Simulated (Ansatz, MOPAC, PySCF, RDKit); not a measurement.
Noncovalent pair: CH3NO (SMILES NC=O) (first 6 atoms) with CH3NO (SMILES NC=O); geometry from S22 set.
(charge 0, multiplicity 1):
| atom | x (Å) | y (Å) | z (Å) |
|---|---|---|---|
| C | -2.0186 | 0.0529 | 0.0000 |
| O | -1.4522 | 1.1436 | 0.0000 |
| N | -1.4078 | -1.1425 | 0.0000 |
| H | -1.9646 | -1.9770 | 0.0000 |
| H | -0.3872 | -1.2078 | 0.0000 |
| H | -3.1171 | -0.0137 | 0.0000 |
| C | 2.0186 | -0.0529 | 0.0000 |
| O | 1.4522 | -1.1436 | 0.0000 |
| N | 1.4078 | 1.1425 | 0.0000 |
| H | 1.9646 | 1.9770 | 0.0000 |
| H | 0.3872 | 1.2078 | 0.0000 |
| H | 3.1171 | 0.0137 | 0.0000 |

Counterpoise-corrected where a basis set is named; no monomer relaxation.

The state that AM1 reach isn't checked.

Programs: Ansatz (Gaussian orbitals); MOPAC for AM1 (differences of heats of formation); PySCF for the dispersion terms; RDKit for the force fields. Each number belongs to the level named beside it.

Task: One of these levels gives -5.72 kcal/mol for the interaction energy. Which one is it?
(A) AM1
(B) MMFF94
(C) PBE0-D3(BJ)/def2-TZVPPD

Result: A, AM1. The others give -12.35 (MMFF94), -16.81 (PBE0-D3(BJ)/def2-TZVPPD)

Ansatz is a program for electronic structure.
